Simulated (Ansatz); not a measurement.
We consider In2O3 (Ia-3, No. 206), described by r²SCAN+rVV10 (Ansatz, a quantum-chemistry and plane-wave program, plane waves, PAW).

Settings: plane-wave cutoff 500 eV, 6×6×6 k mesh, Fermi–Dirac smearing 0.05 eV, scalar-relativistic PAW data made under PBE.

Computed at the level's own relaxed cell.

Problem. What does this level give for the equilibrium volume per atom, lattice parameter a and band gap?

Solution. 
* **equilibrium volume per atom**: 13.00 Å³/atom
* **lattice parameter a**: 10.130 Å
* **band gap**: 1.65 eV (on the SCF k mesh)

Measured, for comparison: band gap 2.93 ± 0.1 eV (room temperature, no zero-point or thermal correction; as tabulated in King et al. (2009), doi:10.1103/physrevb.79.205211); equilibrium volume per atom 12.94 Å³/atom (temperature not stated, no zero-point or thermal correction; as tabulated in Wikipedia's data pages). Computed (rounded) less measured: equilibrium volume per atom +0.5 %.

Note: the relaxation could not lower the start's symmetry, so the cell can be a saddle point above a distorted one.

Spin–orbit coupling is not included.

The result took roughly 24 core-minutes.
